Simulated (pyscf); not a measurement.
H₃Si–O–SiH₃ + NH₃ → H₂N–SiH₂–O–SiH₃ + H₂ (four-centre exchange; singlet surface; H–Si, H–N broken, N–Si, H–H formed). Structures and frequencies: ωB97X-D3(BJ)/def2-SVP in PySCF. Rate constants from transition-state theory, ωB97M-D3(BJ)/def2-TZVP energies (ideal gas, 1 atm, RRHO with modes under 100 cm⁻¹ raised to 100, one conformer, R ln 2 for rigid chiral ones; no tunnelling), k in cm³ molecule⁻¹ s⁻¹.

```json
[
 {"T (K)": "298", "1000/T": "3.354", "log10 k": "-40.39"},
 {"T (K)": "600", "1000/T": "1.667", "log10 k": "-27.23"},
 {"T (K)": "900", "1000/T": "1.111", "log10 k": "?"},
 {"T (K)": "1200", "1000/T": "0.833", "log10 k": "-20.25"}
]
```

**Question.** Fit an Arrhenius line to the three values, give the activation energy, and predict k at 900 K.

**Answer.** Least squares gives log10 k = -13.75 − 7.96 × 1000/T, so Ea = 7.96 × ln 10 × 1.987 = 36.4 kcal/mol, against an electronic barrier of 36.2. At 900 K the line gives -22.59; the computed value is -22.66 (ΔG‡ = 70.1 kcal/mol), a factor 1.2 under the line, since the plot is curved. On the reactant side the descent ends in a complex (not fully relaxed), 6.0 kcal/mol under the separated species and 42.1 kcal/mol under the saddle at ωB97X-D3(BJ)/def2-TZVP. At the saddle there is also a short H–Si contact that neither side keeps. This is the saddle that the search found; another between the same sides may lie lower.
